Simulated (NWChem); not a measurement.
**Correlation energy of F (+1)**

```
F
```
Charge +1, spin multiplicity 3.

The numbers come from NWChem runs, not from measurements.

Basis set: 6-311G**. Each correlation energy counts from its own Hartree-Fock reference.

The correlated methods keep 1 core orbital frozen. The Pople sets run with spherical d functions. The stability of the SCF solutions was not checked. Open-shell Hartree-Fock references start from PBE0 orbitals. No row is a measurement; the coupled-cluster row has its own basis-set and correlation limits.

Question: For the correlation energy, CCSD on ROHF gives -131.3 mHa and SCS-UMP2 gives -109.6 mHa. What do UMP2, CCSD(T) on ROHF, CCSDT on ROHF give?

Answer: UMP2: -112.2 mHa; CCSD(T) on ROHF: -132.3 mHa; CCSDT on ROHF: -132.3 mHa.
